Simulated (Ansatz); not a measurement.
Input file for Ansatz (a quantum-chemistry and plane-wave program): R-PBE/def2-TZVPP on hydrogen cyanide (SMILES C#N), atoms moved off the minimum.

Ansatz 0.2 input:
```yaml
crystal:
  periodic: [false, false, false]
  atoms:
    - {symbol: C, position_ang: [0.05672092, 0.05196209, -0.41638369]}
    - {symbol: N, position_ang: [-0.06465519, -0.02215211, 0.75940745]}
    - {symbol: H, position_ang: [0.12418798, 0.07871910, -1.55061388]}
basis:
  gaussian:
    orbitals: def2-TZVPP
hamiltonian:
  xc: {name: PBE}
scf: {lower_state_search: off}
output: {forces: true}
```

The log:

```
WARN ansatz: RAYON_NUM_THREADS=1 ignored (pool sized by the plan → 1); use --threads N
Functional definition: PBE
these checks for a lower state are left out or cut short: stability, starts, cluster_reference, orbital_swaps, neighbouring_geometries, increment
integrals: 0.01 GiB planned
394 factors; their error is unknown
mean field: 0.12 GiB planned
mean field evaluation 1: about -2535.5091 eV, gradient 4.6e1 eV
mean field evaluation 2: about -2515.1438 eV, gradient 9.8e1 eV
mean field evaluation 4: about -2539.9741 eV, gradient 4.2e0 eV
mean field evaluation 8: about -2540.0162 eV, gradient 3.7e-2 eV
mean field evaluation 16: about -2540.0162 eV, gradient 1.0e-6 eV
mean field -2540.01618477 eV, -93.3438731055 hartree, gradient 1.0e-6 eV, S^2 0.000000; 0 other end points of the search recorded, 0 dependent functions left out
the calculation of the forces begins
reference -2540.01620754 eV, -93.3438739422 hartree; 7, 7 occupied and 69, 69 virtual orbitals, 394 factors
Total energy: -2540.01620754 eV, -93.3438739422 hartree
Atom 0 at     0.056721     0.051962    -0.416384 Å, force    -0.278791    -0.227953     0.779350 eV/Å
Atom 1 at    -0.064655    -0.022152     0.759407 Å, force     0.331531     0.219026    -2.659405 eV/Å
Atom 2 at     0.124188     0.078719    -1.550614 Å, force    -0.052740     0.008926     1.880055 eV/Å
Dipole moment:     0.050794     0.027246    -0.617546 e Å
Checks for a lower state left out: stability, starts, cluster_reference, orbital_swaps, neighbouring_geometries, increment
```

The calculation finished and met its thresholds.

Cost: around 0.6 core-seconds (rough).
